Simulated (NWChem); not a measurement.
Molecule: pyrazine (C4H4N2); SMILES c1cnccn1

Program: NWChem. Pople sets run with spherical d functions. All runs use the structure optimised with PBE0/def2-SVP.

Taking Hartree-Fock/6-311++G** as the yardstick, which of these has the fewest basis functions while keeping “highest occupied level (eV)” within 0.2 eV of it: Hartree-Fock/6-31+G*; Hartree-Fock/6-31G*; Hartree-Fock/3-21G; Hartree-Fock/6-311G**; Hartree-Fock/STO-3G?

Hartree-Fock/6-31G*.
```csv
level,basis functions,highest occupied level (eV)
Hartree-Fock/STO-3G,34,-8.69
Hartree-Fock/3-21G,62,-10.11
Hartree-Fock/6-31G*,92,-9.70
Hartree-Fock/6-31+G*,116,-9.86
Hartree-Fock/6-311G**,132,-9.78
Hartree-Fock/6-311++G**,160,-9.85
```

The yardstick is one finite set, not the basis-set limit.
